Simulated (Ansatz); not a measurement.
Reaction (SMILES): [SiH3] (SiH3) → [SiH3-] (an electron is taken up)
B3LYP-D3(BJ)/def2-TZVP geometries, fixed; electronic energies without zero-point terms; positive where energy is released.
Largest species:
```
Si
H 1 1.4828
H 1 1.4828 2 111.02
H 1 1.4828 2 111.02 3 124.02
```
Charge 0, spin multiplicity 2.

Basis-set convergence of the adiabatic electron affinity at MP2 with Ansatz (a program for electronic structure). All functions are spherical. Cores are frozen. Open shells are unrestricted. No added dispersion term, no relativity. Functions are those of the species that has most. Reference: Hartree-Fock in aug-cc-pV(Q+d)Z plus the correlation part extrapolated as X^-3 from aug-cc-pV(T+d)Z and aug-cc-pV(Q+d)Z, 1.228 eV, itself unsure by roughly 0.013 eV (a third of the extrapolation step and of the last Hartree-Fock step). Deviations are taken from unrounded values.

| basis | functions | adiabatic electron affinity (eV) | minus reference (eV) |
|---|---|---|---|
| def2-SV(P) | 24 | 0.561 | -0.668 |
| def2-SVP | 33 | 0.595 | -0.634 |
| pcseg-1 | 33 | 0.686 | -0.542 |
| cc-pV(D+d)Z | 38 | 0.662 | -0.566 |
| def2-SVPD | 48 | 0.848 | -0.380 |
| def2-TZVP | 55 | 0.951 | -0.277 |
| def2-TZVPD | 70 | 1.049 | -0.180 |
| cc-pV(T+d)Z | 81 | 0.955 | -0.273 |
| def2-TZVPP | 84 | 0.993 | -0.235 |
| jun-cc-pV(T+d)Z | 90 | 1.111 | -0.118 |
| pcseg-3 | 163 | 1.124 | -0.105 |
| def2-QZVPPD | 175 | 1.158 | -0.070 |
| aug-pcseg-3 | 236 | 1.169 | -0.060 |
